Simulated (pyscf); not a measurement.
Structures and frequencies: ωB97X-D3(BJ)/def2-SVP in PySCF.

### Question
For the elementary gas-phase step `[O]=[B][BH][OH]` + `[H][H]` → `[OH2]` + `[BH2][B]=[O]` (singlet surface; B–O, H–H broken, H–O, B–H formed), what barrier and reaction energy does ωB97M-D3(BJ)/def2-TZVP give, measured from the separated reactants?

### Answer
ΔE‡ = 35.9 kcal/mol, ΔE = +31.2 kcal/mol. Zero-point energy shifts the barrier by +3.5 kcal/mol. It is a four-centre exchange, with an imaginary mode of 1395i cm⁻¹. On the product side the descent ends in an adduct with a B–O contact, 22.1 kcal/mol under the separated species and 27.5 kcal/mol under the saddle at ωB97X-D3(BJ)/def2-TZVP. What is counted as broken (B–O) persists as a longer contact in the product adduct; parting that adduct is a step of its own. At the saddle there is also a short B–H contact that neither side keeps. O=B–BH–OH lies 15.8 kcal/mol over its isomer H₂B–O–B=O (electronic energy, ωB97M-D3(BJ)/def2-TZVP). One saddle was located; it need not be the lowest between these sides.
